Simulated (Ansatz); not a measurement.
**Which is lower?**

Two isomers of AlBSiH$_{5}$, doublet, relaxed at PBE0-D4/def2-TZVP (vibrations not checked).

A:

B1  (-1.865, 0.617, -1.327)
Al2  (0.014, 0.940, -0.639)
Si3  (0.851, -0.754, 0.930)
H4  (-2.970, 0.367, -1.689)
H5  (0.837, 2.212, -1.114)
H6  (1.193, -0.147, 2.249)
H7  (2.088, -1.406, 0.411)
H8  (-0.150, -1.829, 1.179)
(Å)

B:

```
atom    x (Å)    y (Å)    z (Å)
 Al1  -0.9164   1.2804  -0.9044
  B2   0.5501   0.4240   0.3264
 Si3   0.6361  -1.4440   0.7290
  H4  -0.7071   1.4125  -2.4799
  H5  -2.2925   1.8202  -0.3059
  H6   1.4113   1.0861   0.8377
  H7  -0.3209  -2.4542   0.2069
  H8   1.6393  -2.1249   1.5903
```

Ansatz 0.2.0; basis: def2-TZVPP; cores frozen in the correlated methods; orbitals are unrestricted. B3LYP uses VWN-RPA correlation.

Q: Which structure is lower at CCSD(T), and by how much? (To be estimated.)

A: The calculation gives: B, by 40.6 kJ/mol (electronic energy, against the other). By their contacts, A is AlBSiH₅ ([BH][AlH][SiH3]) and B is AlBSiH₅ ([AlH2][BH][SiH2]).

All methods give the same order:

```csv
method,E(B) − E(A) (kJ/mol)
PBE-D4,-50.6
r2SCAN-D4,-47.0
PBE0-D4,-47.1
B3LYP-D4,-47.2
wB97M-V,-50.2
HF,-18.6
MP2,-48.5
CCSD,-37.8
CCSD(T),-40.6
```

T1 diagnostic: at most 0.018. ⟨S²⟩ of the unrestricted Hartree–Fock references: 0.76 (a pure state has 0.75).

Labels in which every atom is bracketed show which atoms are joined, not bond orders.
